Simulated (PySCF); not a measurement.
# CH3O2P: the cost of one run

Computed with PySCF 2.14.0; each step states its level. No surroundings beyond the atoms listed, unless a continuum is named. Atoms count from 0, parts from 1.

## (1) The system as given

7 atoms, charge 0, multiplicity 1; geometry: GFN2-xTB. Parts: 1 = atoms 0–3, `P`, charge 0; 2 = atoms 4–6, `O=C=O`, charge 0.

## (2) Geometry optimisation at PBE0-D3(BJ)/def2-SVPD

The job: settings as JSON, then the geometry in Å.

```
{"job": {"xc": "PBE0", "basis": "def2-SVPD", "d3": "d3bj", "grid": 2, "kind": "geom", "shake": 0.01}, "charge": 0, "multiplicity": 1, "parts": [{"atoms": "0-3", "charge": 0, "multiplicity": 1}, {"atoms": "4-6", "charge": 0, "multiplicity": 1}]}
P     -0.082660    -0.118746     0.695736
H     -0.589275     1.062316     0.107713
H      1.140548     0.090292     0.149244
H     -0.470820    -0.863587    -0.392943
O      0.952291     1.922254     2.287912
C      1.068498     1.852151     3.431659
O      1.207050     1.775085     4.568040
```

Run with:

```console
> OMP_NUM_THREADS=1 python cluster_run.py task.json out
```

One launch serves the whole session: the jobs run in the order shown.

Q: Estimate the wall time and peak memory of this first job on 1 thread of Arm Neoverse V1, shared host.

About 47 s, with a peak of 0.51 GiB.
